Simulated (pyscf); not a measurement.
Thermochemistry of product channels of Cl⁻ (SMILES [Cl-]) + H₃C–Br (SMILES CBr) on the singlet surface, in kJ/mol, from CCSD(T)/def2-TZVPPD + ΔMP2(QZVPPD) energies (ideal gas, 1 atm, RRHO with modes under 100 cm⁻¹ raised to 100, one conformer, R ln 2 for rigid chiral ones). Structures and frequencies: ωB97X-D3(BJ)/def2-SVPD in PySCF. MP2 and CC: frozen core, UHF for open shells. ΔMP2 is the change of the MP2 total energy from the triple- to the quadruple-zeta basis.

```tsv
products	ΔE	ΔH(298 K)	ΔG(298 K)	ΔG(900 K)
H₃C–Cl (SMILES CCl) + Br⁻ (SMILES [Br-])	-31.4	-30.1	-29.7	[?]
HCl (SMILES Cl) + H₂C⁻–Br (SMILES [CH2-]Br)	[?]	+246.5	+233.4	+204.9
H₂C⁻–Cl (SMILES [CH2-]Cl) + HBr (SMILES Br)	+294.9	+275.2	+262.0	+233.6
Cl–Br (SMILES ClBr) + CH₃⁻ (SMILES [CH3-])	[?]	+431.8	+421.5	+399.4
```

**Question.** Fill in the missing entries.

**Answer.** 
- H₃C–Cl (SMILES CCl) + Br⁻ (SMILES [Br-]), ΔG(900 K): -28.4
- HCl (SMILES Cl) + H₂C⁻–Br (SMILES [CH2-]Br), ΔE: +265.0
- Cl–Br (SMILES ClBr) + CH₃⁻ (SMILES [CH3-]), ΔE: +448.8

These are energies of the channels, which say nothing of barriers. The CCSD(T) − MP2 part came from Ansatz, without density fitting, on the same reference. The frozen core leaves the outer d or s,p core shells of the metals and heavy elements correlated in the MP2 and CC values, and def2-TZVPP describes them poorly, which can shift differences by a few kcal/mol. Elements up to Kr have no core potential and no relativistic terms here.
